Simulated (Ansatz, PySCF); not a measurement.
This Ansatz (a first-principles code) input computes a CCSD(T)/cc-pVDZ energy:

Ansatz 0.2 input:
```yaml
crystal:
  periodic: [false, false, false]
  atoms:
    - {symbol: O, position_ang: [0.89541029, -0.76995511, -0.01968689]}
    - {symbol: C, position_ang: [-0.45895806, -0.20397243, 0.20135540]}
    - {symbol: O, position_ang: [-0.57728033, 1.03717373, -0.06337258]}
    - {symbol: H, position_ang: [1.37621960, 0.03121290, -0.27699242]}
    - {symbol: H, position_ang: [-1.16751096, -0.94512725, -0.26666413]}
basis:
  gaussian:
    orbitals: cc-pVDZ
total_charge: -1
magnetization: {spin_polarized: true, initial_magnetization: 1}
correlation: {method: ccsd_t, electrons: outside_noble_gas}
```

Write an input for the same energy in PySCF and say what it gives.


```python
from pyscf import gto, scf, mp, cc as ccmod

mol = gto.M(
    atom='''
    O     0.89541029   -0.76995511   -0.01968689
    C    -0.45895806   -0.20397243    0.20135540
    O    -0.57728033    1.03717373   -0.06337258
    H     1.37621960    0.03121290   -0.27699242
    H    -1.16751096   -0.94512725   -0.26666413
    ''',
    basis='cc-pvdz',
    charge=-1,
    spin=1,
    verbose=4,
)

mf = scf.UHF(mol)
mf.conv_tol = 1e-10
mf.max_cycle = 100
mf.kernel()
mo, _, stable, _ = mf.stability(return_status=True)
if not stable:
    mf.kernel(mf.make_rdm1(mo, mf.mo_occ))
mp2 = mp.MP2(mf, frozen=3).run()
cc = ccmod.CCSD(mf, frozen=3)
cc.max_cycle = 100
cc.kernel()
et = cc.ccsd_t()
print(f'E(CCSD(T)) = {cc.e_tot + et:.9f}')
```
It gives -189.21602 Eh, and Ansatz -189.21602 Eh, a difference of 0.00 mEh.
